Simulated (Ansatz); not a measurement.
The input, for Ansatz 0.2.0:

```yaml
crystal:
  periodic: [false, false, false]
  atoms:
    - {symbol: Al, position_ang: [-0.389964, 0.000000, 0.416811]}
    - {symbol: C, position_ang: [0.824461, 0.000000, -1.074877]}
    - {symbol: H, position_ang: [0.614588, 0.000000, 1.650711]}
basis:
  gaussian: {orbitals: 6-31G}
correlation: {method: sc_nevpt2, electrons: outside_noble_gas, active_space: {window: {electrons: 8, orbitals: 9}, shells: [{species: Al, l: s, shell: 3}, {species: Al, l: p, shell: 3}, {species: C, l: s, shell: 2}, {species: C, l: p, shell: 2}, {species: H, l: s, shell: 1}]}}
```

```sh
$ ansatz run in.yaml --threads 1 --pin off --events-out ev --progress --plain --max-ram 2393MiB
```

The program prints:

```
516 factors; integrals over basis functions are off by at most 1.2e-7 eV
mean field evaluation 1: about -7619.5234 eV, gradient 9.7e0 eV
mean field evaluation 2: about -7619.5262 eV, gradient 9.7e0 eV
mean field evaluation 4: about -7620.0880 eV, gradient 2.1e0 eV
mean field evaluation 8: about -7620.1308 eV, gradient 2.1e-2 eV
mean field evaluation 16: about -7620.2744 eV, gradient 1.4e0 eV
mean field evaluation 32: about -7617.6625 eV, gradient 7.0e0 eV
mean field evaluation 64: about -7614.3008 eV, gradient 8.5e0 eV
mean field evaluation 96: about -7620.1328 eV, gradient 9.0e-3 eV
mean field evaluation 128: about -7620.1305 eV, gradient 1.1e-1 eV
mean field evaluation 160: about -7620.3414 eV, gradient 1.1e0 eV
mean field -7620.34913760 eV, -280.0426655485 hartree, gradient 1.6e-6 eV, S^2 0.000000; 9 other end points of the search recorded, 0 dependent functions left out; unrestricted orbitals would lower it
reference -7620.34913760 eV, -280.0426655485 hartree; 10, 10 occupied and 14, 14 virtual orbitals, 516 factors
state -7624.12025869 eV, -280.1812516927 hartree
state -7624.12025869 eV, -280.1812516927 hartree; corrected -7624.68736712 eV, -280.2020925431 hartree
Total energy: -7624.68736712 eV, -280.2020925431 hartree
Checks for a lower state left out: starts, orbital_swaps
```

Natural occupations: 1.9688 1.9455 1.8699 1.7655 0.2272 0.1165 0.0662 0.0246 0.0158.

For the same geometry and basis full CI lies 255.9 meV lower.

Ran on 1 thread of Arm Neoverse V2, shared host: 2.9 s wall, 0.14 GiB peak host memory.
